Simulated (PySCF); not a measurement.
**What each rung costs, and what it gives**

Saddle point of Si2NH7, singlet (Si₂H₄ ([SiH][SiH3]) + NH₃ → Si₂NH₇ ([NH2][SiH2][SiH3]); bonds formed: Si1–H3; dative contacts that become bonds: Si1–N4; bonds broken: H3–N4), PBE0-D4/def2-TZVP structure:

| atom | x (Å) | y (Å) | z (Å) |
| --- | --- | --- | --- |
| Si1 | -0.9846 | -0.2287 | 0.1273 |
| Si2 | 1.0928 | -1.0835 | 0.8215 |
| H3 | -1.7625 | 0.2897 | -1.1943 |
| N4 | -0.7148 | 1.1728 | -1.1190 |
| H5 | -1.4812 | 0.5843 | 1.2813 |
| H6 | 0.9106 | -2.1114 | 1.8844 |
| H7 | 1.7905 | -1.7291 | -0.3263 |
| H8 | 1.9902 | -0.0111 | 1.3451 |
| H9 | -0.6709 | 2.1563 | -0.8770 |
| H10 | -0.1700 | 0.9610 | -1.9429 |

Barriers are electronic and count from the start structure reached by relaxing down the imaginary mode.

Program: PySCF 2.14 with density fitting (its default auxiliary sets; JK sets also for MP2 and CCSD(T)). Basis: as named in each row. Cores are frozen in the correlated methods. B3LYP uses VWN-RPA correlation. Extrapolation: Hartree–Fock as exp(−7.88 √X), correlation as X^−2.97.

Times are rough, for one single point on 4 threads of a shared host (Arm Neoverse V1).

The estimate by CCSD(T) at an estimated basis limit (MP2 extrapolated from triple and quadruple zeta, plus CCSD(T) − MP2 in triple zeta) is 1.682 eV.

```json
{"method": "HF", "basis": "STO-3G", "time (s)": "1", "barrier (eV)": "2.640", "method less estimate": "0.958"}
{"method": "B3LYP-D4", "basis": "6-31G", "time (s)": "3", "barrier (eV)": "1.878", "method less estimate": "0.196"}
{"method": "PBE0-D4", "basis": "def2-SVP", "time (s)": "4", "barrier (eV)": "1.671", "method less estimate": "-0.011"}
{"method": "PBE-D4", "basis": "def2-SVP", "time (s)": "5", "barrier (eV)": "1.467", "method less estimate": "-0.215"}
{"method": "MP2", "basis": "def2-QZVPP", "time (s)": "7", "barrier (eV)": "1.617", "method less estimate": "-0.065"}
{"method": "SPW92", "basis": "def2-TZVPP", "time (s)": "10", "barrier (eV)": "1.304", "method less estimate": "-0.378"}
{"method": "PBE0-D4", "basis": "def2-TZVPP", "time (s)": "13", "barrier (eV)": "1.606", "method less estimate": "-0.076"}
{"method": "B3LYP-D4", "basis": "def2-TZVPP", "time (s)": "13", "barrier (eV)": "1.624", "method less estimate": "-0.058"}
{"method": "CCSD(T)", "basis": "def2-SVP", "time (s)": "14", "barrier (eV)": "1.878", "method less estimate": "0.196"}
{"method": "PBE-D4", "basis": "def2-TZVPP", "time (s)": "14", "barrier (eV)": "1.418", "method less estimate": "-0.264"}
{"method": "BHLYP-D4", "basis": "def2-TZVPP", "time (s)": "14", "barrier (eV)": "1.843", "method less estimate": "0.161"}
{"method": "r2SCAN-D4", "basis": "def2-TZVPP", "time (s)": "33", "barrier (eV)": "1.458", "method less estimate": "-0.223"}
{"method": "wB97M-V", "basis": "def2-TZVPP", "time (s)": "220", "barrier (eV)": "1.747", "method less estimate": "0.065"}
{"method": "CCSD(T)", "basis": "def2-TZVPP", "time (s)": "460", "barrier (eV)": "1.729", "method less estimate": "0.048"}
```

All methods are single points on the PBE0-D4 structures.

T1 diagnostic: at most 0.015. The restricted Hartree–Fock reference is unstable towards an unrestricted one at one or more of these structures.

Losses and insertions of silylenes and their heavier kin drive the gas-phase chemistry of silicon and germanium vapour deposition.

Labels in which every atom is bracketed show which atoms are joined, not bond orders.
